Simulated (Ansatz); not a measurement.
# BSiH₂ (sextet): the correlation ladder, def2-QZVPP

One table from this session's results is given with a row withheld; the runs are named, their logs left out.

Computed with Ansatz 0.2.0, Gaussian basis. Level: def2-QZVPP, core rule «outside noble gas», up to 6 orbitals frozen.

Plan: UHF; ROHF; CCSD(T) on UHF.

### The system

The geometry is a PBE0/def2-TZVP stationary point (not a proven minimum) of the parent state, kept for this charge and spin.

4 atoms, charge 0, spin multiplicity 6.

Atoms are counted from 1 here; the program's logs count them from 0.

Bond lengths: Si1–B2 1.871 Å, Si1–H3 1.488 Å, Si1–H4 1.488 Å. Angles: B2–Si1–H3 125.4°, B2–Si1–H4 125.4°, H3–Si1–H4 109.2°.

Set-up of the first run:

File in.yaml:

```yaml
crystal:
  periodic: [false, false, false]
  atoms:
    - {symbol: Si, position_ang: [0.000000, 0.000000, 0.451790]}
    - {symbol: B, position_ang: [0.000000, 0.000000, -1.418773]}
    - {symbol: H, position_ang: [0.000000, 1.212692, 1.314369]}
    - {symbol: H, position_ang: [0.000000, -1.212692, 1.314369]}
basis:
  gaussian: {orbitals: "def2-QZVPP.json"}
magnetization: {spin_polarized: true, initial_magnetization: 5}
hamiltonian: {xc: hf}
output: {orbitals: {seedname: orbitals}}
```

On the command line:

```
$ ansatz run in.yaml --threads 1 --pin off --events-out ev --progress --plain --max-ram 2393MiB
```

Steps of the session up to this table: UHF; ROHF; CCSD(T) on UHF.

One of the session's tables, all rows but one given; the rest of the session is left out.

| method | from UCCSD(T) (meV) |
| --- | --- |
| ROHF | +4649.0 |
| UHF | +4576.1 |
| UMP2 | +995.3 |
| UCCSD | ? |
| UCCSD(T) | 0 |

Estimate the missing values for UCCSD.

As computed: from UCCSD(T) (meV): +179.3. In the column «from UCCSD(T) (meV)» it lies between UCCSD(T) (0) and UMP2 (+995.3).
